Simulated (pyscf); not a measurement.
One insertion on the singlet surface with elements of a group swapped. CCSD(T)/def2-TZVPP + ΔMP2(QZVPP), kcal/mol, from the separated reactants. Single points on ωB97X-D3(BJ)/def2-SVP structures (PySCF, gas phase). MP2 and CC: frozen core, UHF for open shells. ΔMP2 is the change of the MP2 total energy from the triple- to the quadruple-zeta basis.

```
step                                               barrier  reaction energy  imaginary mode (i cm⁻¹)
-------------------------------------------------  -------  ---------------  -----------------------
`[B][Cl]` [singlet] + `[SiH4]` → `[SiH3][BH][Cl]`        …                …                      463
`[B][F]` [singlet] + `[SiH4]` → `[F][BH][SiH3]`       25.8            -39.6                      661
```

Question: Complete the blanks.

Answer: 
- `[B][Cl]` [singlet] + `[SiH4]` → `[SiH3][BH][Cl]`, barrier: 13.1
- `[B][Cl]` [singlet] + `[SiH4]` → `[SiH3][BH][Cl]`, reaction energy: -55.5

Each row is the saddle that its search found. The CCSD(T) − MP2 part came from Ansatz, without density fitting, on the same reference.
